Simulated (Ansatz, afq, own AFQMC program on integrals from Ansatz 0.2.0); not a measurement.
Breaking Si3–O2 in C3H11NOSi, singlet

```json
{"atom": "C", "x (Å)": "0.4783", "y (Å)": "2.1448", "z (Å)": "1.3793"}
{"atom": "O", "x (Å)": "-0.2266", "y (Å)": "1.0026", "z (Å)": "1.7684"}
{"atom": "Si", "x (Å)": "0.0958", "y (Å)": "-0.5387", "z (Å)": "1.2138"}
{"atom": "N", "x (Å)": "-0.1814", "y (Å)": "-0.8255", "z (Å)": "-0.4665"}
{"atom": "C", "x (Å)": "0.8489", "y (Å)": "-0.7440", "z (Å)": "-1.4704"}
{"atom": "C", "x (Å)": "-1.5144", "y (Å)": "-0.9819", "z (Å)": "-0.9940"}
{"atom": "H", "x (Å)": "0.1460", "y (Å)": "2.9980", "z (Å)": "1.9914"}
{"atom": "H", "x (Å)": "1.5705", "y (Å)": "2.0334", "z (Å)": "1.5225"}
{"atom": "H", "x (Å)": "0.3018", "y (Å)": "2.4023", "z (Å)": "0.3182"}
{"atom": "H", "x (Å)": "1.5437", "y (Å)": "-0.8373", "z (Å)": "1.4446"}
{"atom": "H", "x (Å)": "-0.8338", "y (Å)": "-1.3815", "z (Å)": "2.0096"}
{"atom": "H", "x (Å)": "0.7257", "y (Å)": "0.1339", "z (Å)": "-2.1360"}
{"atom": "H", "x (Å)": "1.8426", "y (Å)": "-0.6716", "z (Å)": "-1.0034"}
{"atom": "H", "x (Å)": "0.8515", "y (Å)": "-1.6427", "z (Å)": "-2.1169"}
{"atom": "H", "x (Å)": "-1.8326", "y (Å)": "-0.1167", "z (Å)": "-1.6088"}
{"atom": "H", "x (Å)": "-1.5896", "y (Å)": "-1.8826", "z (Å)": "-1.6330"}
{"atom": "H", "x (Å)": "-2.2457", "y (Å)": "-1.0931", "z (Å)": "-0.1788"}
```

Products: C$_{2}$H$_{8}$NSi (doublet; SiH2–N(–CH3)–CH3) and CH3O (doublet; CH3–O), each relaxed with PBE0/def2-SVP like the molecule; electronic energies without zero-point terms. Determinants: RHF, UHF and UHF in that order.

Basis def2-SVP. Only valence electrons are correlated. Integrals, coupled cluster, full CI and functionals: Ansatz 0.2.0; the random walks run on the same integrals in our own AFQMC program. ph-AFQMC/CISD is guided by a CISD state made of CCSD amplitudes; releasing the constraint for a short imaginary time cuts its bias at the price of noise, slowly where states lie close. ± is one standard error of the sampling. The errors of all members are added in quadrature.

No full CI on the walks' own integrals is used here. The released AFQMC energy serves as the reference, which it does only where one determinant dominates, the energy is flat over the last release times and near the phaseless one (40 meV or 2 meV an electron, half that with transition metals). On small molecules, where full CI could be run and the noise was under 10 meV, such values lay within 10 meV of it in 19 cases of 20, a flattering rate, since the rule was set on those same cases; what remains of the bias isn't in the error bar. Each member takes its own surest rung, up to full CI.

The best estimate is CCSD(T) at the basis-set limit (CBS: def2-TZVPP and def2-QZVPP, with their diffuse functions for anions and beside diffuse sets, MP2 extrapolated, CCSD(T) minus MP2 from TZVPP) plus the step from CCSD(T) to AFQMC with the constraint released in def2-SVP. Rows without CBS are in def2-SVP, the functionals in def2-TZVP; B2PLYP and the wave-function rows carry a basis error of their own. Core correlation and relativity beyond core potentials are missing, and ± holds the sampling alone.

Cautions: C₃H₁₁NOSi (singlet): the ph-AFQMC/CISD walk drifts between its halves (2.9 errors), the released value is read at 0.63 1/Eh with a noise of 26 meV, more than in the cases checked, later times being too noisy (meV from the phaseless value at times in 1/Eh: 15 ± 22 at 0.21, 19 ± 31 at 0.42, 3 ± 26 at 0.63, -5 ± 51 at 0.90); C₂H₈NSi (doublet): the released value is read at 0.90 1/Eh with a noise of 15 meV, more than in the cases checked (meV from the phaseless value at times in 1/Eh: -5 ± 9 at 0.21, -15 ± 7 at 0.42, -16 ± 9 at 0.63, -21 ± 15 at 0.90).

Best estimate: 505.6 ± 2.9 kJ/mol.

```tsv
level	bond energy (kJ/mol)	error against the best estimate (kJ/mol)
HF	365.8	-139.7 ± 2.9
MP2	501.6	-4.0 ± 2.9
CCSD	462.7	-42.9 ± 2.9
CCSD(T)	466.9	-38.6 ± 2.9
ph-AFQMC/CISD	468.3 ± 2.3	-37.2 ± 3.7
released AFQMC	465.6 ± 2.9	-40.0
HF/CBS	374.0	-131.6 ± 2.9
MP2/CBS	546.5	40.9 ± 2.9
CCSD(T)/CBS	506.7	1.1 ± 2.9
PBE	449.1	-56.5 ± 2.9
r2SCAN	455.4	-50.2 ± 2.9
PBE0	457.9	-47.7 ± 2.9
B3LYP	453.2	-52.4 ± 2.9
wB97M-V	495.4	-10.2 ± 2.9
B2PLYP	479.9	-25.6 ± 2.9
```

Correlation beyond CCSD(T) changes it by less than twice the noise. Going to the basis-set limit adds 39.7 kJ/mol at CCSD(T). The perturbative (T) step is worth +4.3 kJ/mol. The functionals spread over 46.3 kJ/mol; wB97M-V comes nearest and PBE is 56.5 kJ/mol too low.

Best estimates are given only where the step beyond CCSD(T) is under 0.3 eV and no member's determinant is very poor (T1 over 0.05, or 0.07 for open shells, ⟨S²⟩ too high by 0.3, two states mixed), so the hardest cases are missing from such tables.

The functionals ran in a triple-zeta set and keep a basis error of their own, a few kJ/mol for each bond in atomization energies and more for double hybrids, so close places among them and the extrapolated levels can swap.

Each member of a difference takes its own highest rung, so a best estimate needn't equal the limit plus the step of one row. Released energies are given only where the last usable release times agree within the noise; a slower fall can still hide under it.
